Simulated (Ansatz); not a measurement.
CHO (SMILES [CH]=O) moved off its minimum; all values from Ansatz (an electronic-structure program), cores frozen in correlated methods. Open shells are unrestricted.
(charge 0, multiplicity 2)
```xyz
3

C     -0.4658     0.3315    -0.0563
O      0.4650    -0.2001    -0.0245
H     -1.4745    -0.1485     0.0105
```

Question: Give the forces (eV/Å), the total energy and the dipole at CCSD(T)/aug-cc-pVTZ.

Answer: 
| atom | Fx | Fy | Fz |
|---|---|---|---|
| C1 | -12.292 | 7.279 | -0.445 |
| O2 | 12.948 | -7.173 | 0.422 |
| H3 | -0.656 | -0.106 | 0.024 |
Energy -113.6660 hartree, dipole 1.20 D.
